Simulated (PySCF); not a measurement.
Structure problem from calculated spectra and properties.

Elements present: C, H and S. Monoisotopic mass: 120.0067 u.

| Property | Result |
| --- | --- |
| NMR, other nuclei | isotropic shieldings of nuclei other than C and H, by class: 428 (2 S) ppm [GIAO PBE0/pcSseg-1] |
| UV, strongest line | among the 10 lowest singlet transitions: S6 at 6.66 eV (186 nm, f = 0.050) [TDDFT CAM-B3LYP/def2-SVPD] |
| UV, first state | lowest singlet excitation: 4.19 eV (296 nm, f = 0.006) [TDDFT CAM-B3LYP/def2-SVPD] |
| 13C NMR | chemical shifts (computed TMS as zero) by class: 38.3 (2 C), 29.5 (2 C) ppm [GIAO PBE0/pcSseg-1] |
| 1H NMR | chemical shifts (computed TMS as zero) by class: 2.52 (4 H), 1.62 (4 H) ppm [GIAO PBE0/pcSseg-1] |
| Rotational structure | rotational constants A, B, C: 2.945, 2.678, 1.570 GHz [PBE0-D3(BJ)/def2-SVP] |

Electronic properties: PySCF, gas phase, density fitting. Levels stand in brackets. One conformer (not necessarily the lowest) at the PBE0-D3(BJ)/def2-SVP geometry, without solvent, vibrations or thermal averaging. NMR values are class means; diastereotopic atoms form classes of their own.

Q: Which formula fits the mass and the elements?

A: C4H8S2 (calculated 120.0067). No other formula that holds each of these elements comes within 0.0003 u with a fitting electron parity and a possible valence count.

Q: Give a SMILES that accounts for the data.

A: Numbering: `[CH2:1]1[CH2:2][CH2:3][S:4][S:5][CH2:6]1`. Its formula, C4H8S2, gives 1 degree of unsaturation: 1 ring and 0 π bonds in the structure found. 4 carbons fall into 2 classes; from least to most shielded: ring sp3 carbon bound to sulfur [C3/C6] (38.3 ppm, 2 C), ring CH2 carbon [C1/C2] (29.5 ppm, 2 C). Hydrogen classes from least to most shielded: 4 H on 2 like atoms (sp3 carbon bound to sulfur), C3/C6 (2.52 ppm), 4 H on 2 ring CH2 carbons, C1/C2 (1.62 ppm). The other shieldings belong to: 428 ppm, disulfide sulfur [S4/S5]. The optimised geometry has point group C2 and is an asymmetric top. Structure: dithiane (`C1CCSSC1`). Computed isomers that give other values at the same levels: `CC1SCCS1` (lowest singlet excitation: 5.08 eV (244 nm, f = 0.000)); `C1CSCSC1` (13C chemical shifts (computed TMS as zero) by class: 40.9 (1 C), 34.3 (2 C), 28.2 (1 C) ppm). The assignments are read from this structure; whether some other isomer fits the data as well wasn't checked.
